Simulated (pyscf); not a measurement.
Single points on ωB97X-D3(BJ)/def2-SVP structures (PySCF, gas phase). Correlated levels are frozen-core, on RHF or UHF. ΔMP2 is the change of the MP2 total energy from the triple- to the quadruple-zeta basis.

SMILES: [F][GeH]([F])[F]
```xyz
5

F      1.7378    -0.6319    -0.9284
Ge     0.2315    -0.0568    -0.3435
F      0.0954     1.5709    -0.8660
F     -0.9829    -0.9334    -1.1786
H      0.1092    -0.1933     1.1597
```
Charge 0, spin multiplicity 1.

Question: What are the homolytic bond dissociation enthalpies (298 K) of F–GeH(F)–F (SMILES [F][GeH]([F])[F]) at CCSD(T)/def2-TZVPP + ΔMP2(QZVPP), weakest first?

Answer: Ge–H to F–Ge•(F)–F + H•: 90.0 kcal/mol; F–Ge to F• + F–GeH•–F: 132.8 kcal/mol. Ring and multiple bonds, and those that leave no two simple radicals, are not listed. The CCSD(T) − MP2 part came from Ansatz, without density fitting, on the same reference. The frozen core leaves the outer d or s,p core shells of the metals and heavy elements correlated in the MP2 and CC values, and def2-TZVPP describes them poorly, which can shift differences by a few kcal/mol. Left out: the spin-orbit lowering of F. Elements up to Kr have no core potential and no relativistic terms here.
